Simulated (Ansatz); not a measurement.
The inner images of a band of H + H4Si (6 atoms, charge 0, multiplicity 2) are given out of order.

Computed with UKS PBE-D4/def2-SVP (Ansatz).

Image 0:

```xyz
6
Properties=species:S:1:pos:R:3
Si 0.000 0.000 -0.232
H 0.000 0.000 1.271
H 1.417 0.000 -0.733
H -0.708 1.227 -0.733
H -0.708 -1.227 -0.733
H 0.000 0.000 4.083
```

Image 6:

```xyz
6
Properties=species:S:1:pos:R:3
Si 0.001 0.000 -0.469
H 0.000 0.000 2.686
H 1.436 0.000 -0.919
H -0.717 1.243 -0.918
H -0.717 -1.243 -0.918
H 0.000 0.000 3.458
```

Task: Put them in order from the first end to the last, with their energies above the first end.
A.
```xyz
6
Properties=species:S:1:pos:R:3
Si 0.000 0.000 -0.040
H 0.000 0.000 1.494
H 1.420 0.000 -0.532
H -0.710 1.230 -0.533
H -0.710 -1.230 -0.533
H 0.000 0.000 3.065
```
B.
```xyz
6
Properties=species:S:1:pos:R:3
Si 0.000 0.000 -0.227
H 0.000 0.000 2.160
H 1.441 0.000 -0.653
H -0.720 1.248 -0.653
H -0.720 -1.248 -0.653
H 0.000 0.000 2.947
```
C.
```xyz
6
Properties=species:S:1:pos:R:3
Si 0.000 0.000 -0.346
H 0.000 0.000 2.425
H 1.438 0.000 -0.786
H -0.719 1.245 -0.786
H -0.719 -1.245 -0.786
H 0.000 0.000 3.200
```
D.
```xyz
6
Properties=species:S:1:pos:R:3
Si 0.000 0.000 -0.076
H 0.000 0.000 1.833
H 1.430 0.000 -0.536
H -0.714 1.238 -0.536
H -0.714 -1.238 -0.536
H 0.000 0.000 2.773
```
E.
```xyz
6
Properties=species:S:1:pos:R:3
Si 0.000 0.000 -0.132
H 0.000 0.000 1.373
H 1.418 0.000 -0.631
H -0.708 1.228 -0.631
H -0.708 -1.228 -0.631
H 0.000 0.000 3.574
```

Result: E (+0.2 kcal/mol), A (+0.7 kcal/mol), D (-5.8 kcal/mol), B (-10.5 kcal/mol), C (-11.7 kcal/mol).

Time of the run: 32 s on 1 thread of Arm Neoverse V2 (shared host), peak memory 0.099 GiB.
